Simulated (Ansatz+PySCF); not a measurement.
The numbers below are computed, except where a source is named.
## Ansatz (development build ahead of 0.2.0) run

```yaml
crystal:
  periodic: [false, false, false]
  atoms:
    - { symbol: O, position_ang: [0.0, 0.0, 0.0] }
    - { symbol: Na, position_ang: [1.4453, 1.92707, 4.17223] }
basis:
  gaussian: { orbitals: STO-3G }
magnetization:
  initial_magnetization: 1
hamiltonian:
  xc: hf
correlation:
  method: fci
  frozen_orbitals: { Na: 1, O: 1 }
```

The input is written out in the form of the current development build from the run's settings.

Output:

- Converged: yes
- Total energy: -233.51555 hartree
- State: lowest doublet root, of any spatial symmetry
